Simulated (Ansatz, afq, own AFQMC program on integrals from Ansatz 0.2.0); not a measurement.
AFQMC on a folder of integrals that Ansatz 0.2.0 wrote.

```yaml
crystal:
  periodic: [false, false, false]
  atoms:
    - {symbol: N, position_ang: [-1.796862, -0.011611, -0.018072]}
    - {symbol: H, position_ang: [-2.094142, 0.956222, -0.018071]}
    - {symbol: H, position_ang: [-2.094141, -0.413910, 0.862188]}
    - {symbol: H, position_ang: [-0.590862, -0.011611, -0.018072]}
    - {symbol: S, position_ang: [0.935138, -0.011610, -0.018072]}
basis:
  gaussian: {orbitals: cc-pVTZ}
magnetization: {spin_polarized: true, initial_magnetization: 2}
correlation: {method: ccsd_t, electrons: outside_noble_gas, hamiltonian_folder: ham}
```

```sh
$ ansatz run in.yaml --threads 1 --pin off --events-out ev --progress --plain --max-ram 16896MiB --backend cuda --devices 0, --max-vram 18GiB
```

Options of the walk:

```
--method phaseless --trial cisd --walkers 900 --populations 20 --least-time 60 --time-step 0.005 --steps-per-block 50 --equilibration-blocks 28 --max-blocks 4000 --target-error 0.00022 --factor-cut 1e-05 --start spin_pure --seed 506 --release-times 0.24,0.51,0.99,1.62,2.4 --release-step 0.03 --release-every 3 --taylor-order 6
```

Times are imaginary, in 1/Eh. The walk had a cap of 236 s. With eight or more populations the least sampling time is a fifth of least-time, and the error comes from their spread.

Output of the walk:

```
orbitals 100  electrons 8 6  factors 599 of 605
reference energy -453.66800432 Eh
CCSD correlation -0.40372376 Eh in 15 cycles, weight of the determinant in the CISD state 0.8549
energy of the start -454.068138 Eh
 block  time / (1/Eh)  mean weight  energy / Eh
     1     0.250  1.0003  -454.064419
     2     0.500  1.0004  -454.071183
     3     0.750  0.9992  -454.075702
     4     1.000  1.0001  -454.080004
     5     1.250  0.9999  -454.083376
     8     2.000  0.9993  -454.086008
    11     2.750  0.9997  -454.089201
    26     6.500  1.0004  -454.088343
    41    10.250  1.0002  -454.087289
    56    14.000  1.0002  -454.087715
    71    17.750  1.0010  -454.087102
    86    21.500  1.0010  -454.090933
   101    25.250  0.9999  -454.086377
   106    26.500  0.9990  -454.093529
   116    29.000  1.0009  -454.088565
   131    32.750  1.0005  -454.088487
   146    36.500  0.9987  -454.090088
   161    40.250  1.0013  -454.090550
   166    41.500  0.9995  -454.086303
   176    44.000  0.9997  -454.088222
   191    47.750  1.0002  -454.086870
   206    51.500  0.9998  -454.086732
error from the spread of 20 populations
released: time / (1/Eh)  energy / Eh  error  mean overlap
  0.24  -454.088664  0.000221  0.9973
  0.51  -454.088806  0.000201  0.9973
  0.99  -454.089489  0.000247  0.9830
  1.62  -454.089592  0.000314  0.9821
  2.40  -454.089679  0.000427  0.9813
energy -454.088059 +/- 0.000304 Eh
(rows thinned)
```

The run passed its tests (sampling time, drift between the halves within three errors, error under three times the target), which doesn't prove that it has relaxed, ending at its cap on processor time.

Against this walk (error 8.3 meV) on the same determinant: CCSD(T) 13.0 meV higher (within the noise). The error is statistical and leaves out the bias of the constraint. None of these is a sure reference here. Released to 2.40 1/Eh the energy lies 44 ± 14 meV (both errors) below the phaseless value, which shows part or all of the bias of the constraint, and CCSD(T) lies 57.0 meV above the released value.

Cautions: constraint bias not in the error; error above the target (8.3 against 6.0 meV); lower spins were not checked; unrestricted determinant slightly spin contaminated (⟨S²⟩ 2.05 against 2.00).

The walk took 3.9 min on 1 × NVIDIA H100 80GB HBM3 with 2 threads of AMD EPYC 7R13 Processor (Zen 3), with other jobs on the host (the card was shared). The log's last line is the phaseless energy.

A walk keeps the symmetry of its determinant, which the program's search chose and which needn't be the lowest solution, so a lower state of the same spin and another symmetry isn't excluded.
